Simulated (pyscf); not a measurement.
H₃C–CH₃ + SnH₂ [singlet] → H₃C–CH₂–SnH₃, an insertion (singlet surface; C–H broken, C–Sn, H–Sn formed). Single points on ωB97X-D3(BJ)/def2-SVP structures (PySCF, gas phase). Correlated levels are frozen-core, on RHF or UHF. ΔMP2 is the change of the MP2 total energy from the triple- to the quadruple-zeta basis. Energies in kJ/mol from the separated reactants.

Small-basis levels: PySCF, no dispersion term, spherical d functions. 

**Question.** In single points SVWN5/6-31G*+LANL2DZ puts the saddle at 123.9 kJ/mol and the reaction energy at -75.0 kJ/mol. Should these be trusted to within a few kcal/mol? Compare with CCSD(T)/def2-TZVPP + ΔMP2(QZVPP).

**Answer.** CCSD(T)/def2-TZVPP + ΔMP2(QZVPP) gives ΔE‡ = 166.7 kJ/mol and ΔE = -56.4 kJ/mol. SVWN5/6-31G*+LANL2DZ lies 42.8 kJ/mol under it in the barrier and 18.7 kJ/mol under it in the reaction energy, so on this step it does not hold to within 12.6 kJ/mol. CCSD(T)/def2-TZVPP + ΔMP2(QZVPP) has limits of its own. On the reactant side the descent ends in a complex (not fully relaxed), 22.8 kJ/mol under the separated species and 210.1 kJ/mol under the saddle at ωB97X-D3(BJ)/def2-TZVP. At ωB97X-D3(BJ) the barrier from the zero used here is 187.3 kJ/mol. H₃C–CH₂–SnH₃ lies 33.8 kJ/mol over its isomer H₃C–SnH₂–CH₃ (electronic energy, ωB97M-D3(BJ)). One saddle was located; it need not be the lowest between these sides. The CCSD(T) − MP2 part came from Ansatz, without density fitting, on the same reference. The frozen core leaves the outer d or s,p core shells of the metals and heavy elements correlated in the MP2 and CC values, and def2-TZVPP describes them poorly, which can shift differences by a few kcal/mol. Elements past Kr carry the def2 core potentials, without spin-orbit coupling.
